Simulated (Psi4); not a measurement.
**CCSD/aug-cc-pVDZ run of CH5BN− (SMILES [BH3-]N=C)**

Aim: the vertical ionisation energy of CH5BN− at CCSD/aug-cc-pVDZ, from 2 runs. 

The calculation is run with Psi4 1.11.

1 further run of the same task is left out (set aside as unsound or not needed).

### 1 The molecule

CH5BN−: 8 atoms, total charge -1, spin state singlet. As SMILES, `[BH3-]N=C`. The shape is that of a GFN2-xTB optimisation.

Bond lengths: B1–N2 1.547 Å, N2–C3 1.237 Å, B1–H4 1.227 Å, B1–H5 1.222 Å, B1–H6 1.227 Å, C3–H7 1.118 Å, C3–H8 1.106 Å. Angles: B1–N2–C3 122.9°, N2–B1–H4 109.8°, N2–B1–H5 108.3°, N2–B1–H6 109.4°, N2–C3–H7 126.8°, N2–C3–H8 120.8°, H4–B1–H5 110.1°, H4–B1–H6 109.4°, H5–B1–H6 109.9°, H7–C3–H8 112.4°.

### 2 A single-point energy at CCSD/aug-cc-pVDZ

Input file ch5bn.inp:

```
memory 1.6 GB

molecule {
  -1 1
  B
  N 1 1.546649
  C 2 1.236894 1 122.86669
  H 1 1.227342 2 109.77161 3 -58.27377
  H 1 1.222397 4 110.05819 2 119.094
  H 1 1.226915 5 109.92617 4 -120.54684
  H 3 1.118083 2 126.76941 1 0.06431
  H 3 1.10638 7 112.40291 2 179.87031
  units angstrom
  symmetry c1
}

set basis aug-cc-pVDZ
set reference rhf
set puream true
set e_convergence 1e-09
set d_convergence 1e-08
set scf_type pk
set num_frozen_docc 3

E = energy("ccsd")
```

Run with:

```console
psi4 -n 1 ch5bn.inp ch5bn.out
```

ch5bn.out:

```text
[...]
  Running in c1 symmetry.
[...]
  Nuclear repulsion =   63.941248251044833
[...]
  Multiplicity = 1
[...]
  Nalpha       = 12
  Nbeta        = 12
[...]
    Number of basis functions: 114
[...]
   @RHF iter   1:  -119.70269007730244   -8.49220e-01   4.74612e-03 ADIIS/DIIS
[...]
   @RHF iter  12:  -119.89209536707898   -5.88329e-12   3.16514e-09 DIIS
[...]
    Orbital Energies [Eh]
    ---------------------
    Doubly Occupied:
       1A    -15.343013     2A    -11.078446     3A     -7.326497
       4A     -0.993924     5A     -0.628323     6A     -0.498820
       7A     -0.418274     8A     -0.340692     9A     -0.281605
      10A     -0.221716    11A     -0.176951    12A     -0.155372
[...]
  @RHF Final Energy:  -119.89209536707898
   => Energetics <=
    Nuclear Repulsion Energy =             63.9412482510448328
    One-Electron Energy =                -292.7394239002445033
    Two-Electron Energy =                 108.9060802821206835
    Total Energy =                       -119.8920953670789800
[...]
 Multipole Moments:
 ------------------------------------------------------------------------------------
     Multipole            Electronic (a.u.)      Nuclear  (a.u.)        Total (a.u.)
 ------------------------------------------------------------------------------------
 L = 1.  Multiply by 2.5417464519 to convert [e a0] to [Debye]
 Dipole X            :          0.0060608           -0.0068805           -0.0008197
 Dipole Y            :          0.6135043           -1.5071693           -0.8936650
 Dipole Z            :          2.5784346           -0.9405656            1.6378690
 Magnitude           :                                                    1.8658115
[...]
      * MP2 total energy                      = -120.331613618226299
[...]
      * CCSD total energy                     = -120.368839241121009
[...]
```

It took 38 s on 1 thread of AMD EPYC 9R45 (Zen 5), shared host; peak memory 1.3 GiB.

### 3 Doublet neutral CH5BN at the same level

Input file input.dat:

```
memory 1.6 GB

molecule m {
  0 2
  B      0.31293865     1.95142568     0.59904318
  N      1.27894774    -0.64883746    -0.32176367
  C     -0.14768210    -2.44379382    -0.77592155
  H     -1.17816865     2.82676572    -0.94682838
  H      2.12989142     3.35872362     0.83200862
  H     -0.75606053     1.69661501     2.64058990
  H     -2.25323384    -2.46150056    -0.60110298
  H      0.61336731    -4.27937930    -1.42606292
  units au
  symmetry c1
}

set {
  basis aug-cc-pVDZ
  reference uhf
  puream true
  e_convergence 1e-09
  d_convergence 1e-08
  scf_type pk
  num_frozen_docc 3
  maxiter 200
}

energy("ccsd")
```

Run with:

```console
psi4 input.dat output.dat -n 1
```

output.dat:

```text
[...]
  Running in c1 symmetry.
[...]
  Nuclear repulsion =   63.941238482815528
[...]
  Multiplicity = 2
[...]
  Nalpha       = 12
  Nbeta        = 11
[...]
    Number of basis functions: 114
[...]
   @UHF iter   1:  -119.69237307241333   -8.38904e-01   3.18114e-03 DIIS/ADIIS
[...]
   @UHF iter  20:  -119.82037941369319   -4.09273e-12   3.09210e-09 DIIS
[...]
   @S^2 Observed:                9.617289612E-01
[...]
    Orbital Energies [Eh]
    ---------------------
    Alpha Occupied:
       1A    -15.709789     2A    -11.342060     3A     -7.544671
       4A     -1.351485     5A     -0.907460     6A     -0.790283
       7A     -0.731151     8A     -0.619277     9A     -0.604069
      10A     -0.525809    11A     -0.413047    12A     -0.407825
    Alpha Virtual:
      13A      0.022405    14A      0.043671    15A      0.044548
      16A      0.054742    17A      0.070465    18A      0.070907
      19A      0.079793    20A      0.113213    21A      0.115428
      22A      0.132360    23A      0.147230    24A      0.152862
      25A      0.166980    26A      0.176477    27A      0.199584
[...]
  @UHF Final Energy:  -119.82037941369319
   => Energetics <=
    Nuclear Repulsion Energy =             63.9412384828155282
    One-Electron Energy =                -286.5701823028824720
    Two-Electron Energy =                 102.8085644063737618
    Total Energy =                       -119.8203794136931890
  UHF NO Occupations:
  HONO-2 :   10  A 1.9957362
  HONO-1 :   11  A 1.8999184
[...]
 Multipole Moments:
 ------------------------------------------------------------------------------------
     Multipole            Electronic (a.u.)      Nuclear  (a.u.)        Total (a.u.)
 ------------------------------------------------------------------------------------
 L = 1.  Multiply by 2.5417464519 to convert [e a0] to [Debye]
 Dipole X            :          1.5142512           -1.7273632           -0.2131120
 Dipole Y            :         -2.4207069            0.3230677           -2.0976393
 Dipole Z            :         -0.9197185            0.2609916           -0.6587269
 Magnitude           :                                                    2.2089428
[...]
      * MP2 total energy                      = -120.199680493409346
[...]
      * CCSD total energy                     = -120.258453188673997
[...]
```

It took 2.1 min on 1 thread of AMD EPYC 9R45 (Zen 5), shared host; peak memory 1.4 GiB.

### 4 Summary of results

At CCSD/aug-cc-pVDZ, 3 core orbitals frozen:

| quantity | value |
| --- | --- |
| singlet CH5BN−: total energy | -120.36884 Eh |
| singlet CH5BN−: HOMO energy (Hartree–Fock orbitals) | -4.23 eV |
| singlet CH5BN−: LUMO energy (Hartree–Fock orbitals) | 3.85 eV |
| singlet CH5BN−: HOMO–LUMO gap (to an unbound level, set by the basis) | 8.07 eV |
| singlet CH5BN−: correlation energy (3 core orbitals frozen) | -476.7 mEh |
| singlet CH5BN−: T1 diagnostic | 0.015 |
| doublet neutral CH5BN: total energy | -120.25845 Eh |
| doublet neutral CH5BN: HOMO energy (Hartree–Fock orbitals) (highest over α and β) | -10.82 eV |
| doublet neutral CH5BN: LUMO energy (Hartree–Fock orbitals) (lowest over α and β) | -0.09 eV |
| doublet neutral CH5BN: correlation energy (3 core orbitals frozen) | -438.1 mEh |
| doublet neutral CH5BN: ⟨S²⟩ of the reference determinant | 0.962 |
| doublet neutral CH5BN: T1 diagnostic | 0.066 |
| vertical detachment energy (to the doublet neutral) | 3.004 eV |

**Reading.** Removing an electron at fixed nuclei costs 3.00 eV (290 kJ/mol). ⟨S²⟩ (doublet neutral CH5BN) is 0.96 where a pure doublet has 0.75: the reference is spin-contaminated. The T1 diagnostic (doublet neutral CH5BN) of 0.066 is above the customary mark for such species, so a single reference may not serve.
